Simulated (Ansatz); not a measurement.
Coupled-cluster diagnostics for Al(H2S)H3 (AlH₅S), Ansatz.

Geometry of the singlet (PBE0-D4/def2-TZVP):

Cartesian coordinates in Å:
```
Al -1.061 0.167 -0.187
S 1.199 -0.719 0.530
H 1.830 -0.566 -0.647
H 1.694 0.433 1.013
H -1.457 -1.111 -1.057
H -0.564 1.483 -0.945
H -1.640 0.313 1.293
```

Correlated methods freeze 10 core orbitals.

Estimate the CCSD(T) correlation energy, the shares of MP2 and (T), T1 and the reference's ⟨S²⟩ for: charge 0, singlet, own geometry in def2-TZVPP; charge 0, singlet, own geometry in def2-TZVPD; charge 1, doublet, vertical in def2-TZVPP; charge -1, doublet, vertical in def2-TZVPD; and the rough time on 2 threads of AMD EPYC 7R13 on a shared host.


| state | basis | correlation (eV) | MP2 share (%) | (T) share (%) | T1 | ⟨S²⟩ (pure) | wall time | remarks |
| --- | --- | --- | --- | --- | --- | --- | --- | --- |
| charge 0, singlet, own geometry | def2-TZVPP | -9.539 | 83.7 | 3.1 | 0.010 | 0.00 (0.00) | 6.5 s | – |
| charge 0, singlet, own geometry | def2-TZVPD | -9.178 | 82.5 | 3.1 | 0.011 | 0.00 (0.00) | 4.1 s | – |
| charge 1, doublet, vertical | def2-TZVPP | -8.806 | 82.6 | 3.6 | 0.031 | 0.77 (0.75) | 2 s | – |
| charge -1, doublet, vertical | def2-TZVPD | -9.567 | 82.2 | 3.5 | 0.045 | 0.75 (0.75) | 19 s | HOMO above zero |
Customary marks for T1 are 0.02 (closed shells), 0.045 (open shells) and about 0.05 (3d metals). T1 exceeds 0.02 in 2 of 4 rows and 0.045 in 0; the higher it lies, the less the single-reference result can be trusted.
